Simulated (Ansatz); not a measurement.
```yaml
crystal:
  periodic: [true, true, true]
  atoms:
    - {symbol: F, position_ang: [-0.887891, -0.219687, 1.893252]}
    - {symbol: C, position_ang: [-0.772902, -0.087098, 0.530035]}
    - {symbol: C, position_ang: [0.002364, -1.148117, -0.194609]}
    - {symbol: C, position_ang: [0.836172, -0.275583, -0.765188]}
    - {symbol: C, position_ang: [0.316358, 0.890543, 0.023388]}
    - {symbol: F, position_ang: [-0.124709, 1.979361, -0.690128]}
    - {symbol: H, position_ang: [-1.761800, 0.138297, 0.123003]}
    - {symbol: H, position_ang: [-0.106349, -2.224420, -0.229906]}
    - {symbol: H, position_ang: [1.615023, -0.351717, -1.512910]}
    - {symbol: H, position_ang: [0.966731, 1.247320, 0.825960]}
basis:
  gaussian: {orbitals: def2-TZVP}
hamiltonian: {xc: {name: wB97M-V}, pseudopotentials: {relativity: none}}
output: {forces: true}
```

```sh
$ ansatz run in.yaml --threads 4 --pin off --events-out ev --progress --plain --max-ram 10444MiB
```

How does Ansatz answer? (An estimate is asked.)

Ansatz gave: The input was rejected before any iteration.
```
Error: YAML parse error: error: line 2 column 3: crystal: missing field `lattice` (a structure is typed as `lattice` and `atoms`, a molecule's as `atoms` in Å alone, or read from a run's directory, `checkpoint`)
 --> <input>:2:3
1 | crystal:
2 |   periodic: [true, true, true]
3 |   atoms:
4 |     - {symbol: F, position_ang: [-0.887891, -0.219687, 1.893252]}
```
